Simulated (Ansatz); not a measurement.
1T (CdI2-type) PtSe2 was calculated with PBEsol+SOC in Ansatz (PAW).

Numerical settings: plane-wave cutoff 520 eV, 12×12×8 k mesh (along the axes of the cell as run), Fermi–Dirac smearing 0.01 eV, PAW data made under PBE.

Starting structure:

```
CELL_PARAMETERS angstrom
      3.73000     0.00000     0.00000
     -1.86500     3.23027     0.00000
      0.00000     0.00000     5.08000
ATOMIC_POSITIONS crystal
  Pt 0.00000 0.00000 0.00000
  Se 0.33333 0.66667 0.25500
  Se 0.66667 0.33333 0.74500
```

Problem. Into what structure does the relaxation of cell and atoms lead at this level, with the symmetry of the start kept?

Solution. The volume drops by 2.5 %; final space group P-3m1.
```
CELL_PARAMETERS angstrom
      3.75687     0.00000     0.00000
     -1.87843     3.25354     0.00000
      0.00000     0.00000     4.88209
ATOMIC_POSITIONS crystal
  Pt 0.00000 0.00000 0.00000
  Se 0.33333 0.66667 0.26047
  Se 0.66667 0.33333 0.73953
```

Note: the solid has no gap at this level, which affects its response; the cell comes from a level without a dispersion term, which matters for the spacing of layers, chains or molecules.

Ansatz is a program for electronic structure.
